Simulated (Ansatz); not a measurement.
We consider rock-salt ZrC, described by PBE (Ansatz, an electronic-structure program, plane waves, PAW).

Settings: plane-wave cutoff 520 eV, 24×24×24 k mesh, Fermi–Dirac smearing 0.058 eV (set by the program), scalar-relativistic PAW data made under PBE.

Computed at the level's own relaxed cell.

**Question.** Give the computed Poisson ratio, Young modulus, elastic constant C12, Voigt–Reuss–Hill bulk modulus, elastic constant C11 and elastic constant C44.

**Answer.** 
* **Poisson ratio**: 0.207
* **Young modulus**: 391 GPa
* **elastic constant C12**: 104 GPa
* **Voigt–Reuss–Hill bulk modulus**: 222 GPa
* **elastic constant C11**: 458 GPa
* **elastic constant C44**: 153 GPa

Measured, for comparison: elastic constant C12 100 GPa, elastic constant C11 470 GPa, elastic constant C44 160 GPa (temperature not stated, no zero-point or thermal correction; as tabulated in Wu et al. (2005), arXiv:cond-mat/0412374). Computed (rounded) less measured: elastic constant C12 +4 %, elastic constant C11 -3 %, elastic constant C44 -4 %. A static lattice is as a rule a little smaller and stiffer than an uncorrected measurement, which narrows the difference in the elastic constant C12 and would widen misses of the other sign.

Elastic constants are with the ions relaxed.
